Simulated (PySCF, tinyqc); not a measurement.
Worked calculation: RHF in the sto-6g basis, for OH-, spin multiplicity 1. The basis has no diffuse functions, so it cannot describe the extra electron: this is an exercise in the method, not the real anion. The lowest restricted solution is unstable here: a spin-polarised one lies 0.0113 hartree lower (PySCF). One step of it, computed by the program tinyqc.

Task: Orthogonalisation. S = U s U^T; symmetric (Loewdin) form X = U s^(-1/2) U^T, so that X^T S X = 1.

overlap S:
```
           1O 1s     1O 2s    1O 2px    1O 2py    1O 2pz     2H 1s
1O 1s   1.000000  0.231145  0.000000  0.000000  0.000000  0.010611
1O 2s   0.231145  1.000000  0.000000  0.000000  0.000000  0.148241
1O 2px  0.000000  0.000000  1.000000  0.000000  0.000000  0.000000
1O 2py  0.000000  0.000000  0.000000  1.000000  0.000000  0.000000
1O 2pz  0.000000  0.000000  0.000000  0.000000  1.000000  0.149383
2H 1s   0.010611  0.148241  0.000000  0.000000  0.149383  1.000000
```

Give: eigenvalues of S; X.

Result:

eigenvalues of S: 0.716  0.875  1.000  1.000  1.114  1.294

X:
```
         1O 1s   1O 2s  1O 2px  1O 2py  1O 2pz   2H 1s
1O 1s    1.021  -0.121   0.000   0.000  -0.001   0.008
1O 2s   -0.121   1.030   0.000   0.000   0.009  -0.078
1O 2px   0.000   0.000   1.000   0.000   0.000   0.000
1O 2py   0.000   0.000   0.000   1.000   0.000   0.000
1O 2pz  -0.001   0.009   0.000   0.000   1.009  -0.077
2H 1s    0.008  -0.078   0.000   0.000  -0.077   1.017
```
